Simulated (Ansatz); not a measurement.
Ansatz (a quantum-chemistry and plane-wave program) input:

Ansatz 0.2 input:
```yaml
crystal:
  periodic: [false, false, false]
  atoms:
    - {symbol: F, position_ang: [1.23724098, -0.25985459, -0.07416381]}
    - {symbol: N, position_ang: [0.02683114, 0.00684840, 0.23656240]}
    - {symbol: F, position_ang: [-0.35223880, 1.18405205, -0.08464046]}
    - {symbol: F, position_ang: [-0.80820862, -0.91412249, -0.05957432]}
basis:
  gaussian:
    orbitals: def2-TZVP
hamiltonian:
  xc: b3lyp
  dispersion: d3bj
total_charge: 1
magnetization: {spin_polarized: true, initial_magnetization: 1}
relax: {f_tol: 0.002, max_steps: 150}
```

**Question.** What final total energy does it print?

**Answer.** -353.79050 Eh (B3LYP-D3(BJ)/def2-TZVP). The basis has 124 functions.
